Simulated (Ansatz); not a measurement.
**SiCl (quartet): the correlation ladder, def2-TZVPP**

An exercise on one series of results from a longer session: the logs are not shown, and one member is left open.

Program: Ansatz 0.2.0, Gaussian basis. Level of theory: def2-TZVPP, core rule «outside noble gas», up to 10 orbitals frozen. These are calculated values, not measurements.

The runs, in order: UHF; ROHF; CCSD(T) on UHF.

2 further runs of the same task are left out: 2 set aside as unsound or not needed.

**The geometry**

The geometry is a PBE0/def2-TZVP stationary point (not a proven minimum) of the parent state, kept for this charge and spin.

2 atoms, charge 0, spin multiplicity 4.

Atoms are counted from 1 here; the program's logs count them from 0.

Bond lengths: Si1–Cl2 2.067 Å.

The first run:

in.yaml reads:

```yaml
crystal:
  periodic: [false, false, false]
  atoms:
    - {symbol: Si, position_ang: [0.000000, 0.000000, 0.000000]}
    - {symbol: Cl, position_ang: [0.000000, 0.000000, 2.067100]}
basis:
  gaussian: {orbitals: def2-TZVPP}
magnetization: {spin_polarized: true, initial_magnetization: 3}
hamiltonian: {xc: hf}
output: {orbitals: {seedname: orbitals}}
```

Run with:

```bash
$ ansatz run in.yaml --threads 1 --pin off --events-out ev --progress --plain --max-ram 3968MiB --backend cpu
```

Among the steps run: UHF; ROHF; CCSD(T) on UHF.

One table of the session follows, with a row left open; its other results are not shown here.

| method | from UCCSD(T) (kJ/mol) |
| --- | --- |
| ROHF | +719.9 |
| UHF | ? |
| UMP2 | +98.2 |
| UCCSD | +31.1 |
| UCCSD(T) | 0 |

Estimate the missing values for UHF.

As computed: from UCCSD(T) (kJ/mol): +715.7. In the column «from UCCSD(T) (kJ/mol)» it lies between UMP2 (+98.2) and ROHF (+719.9).
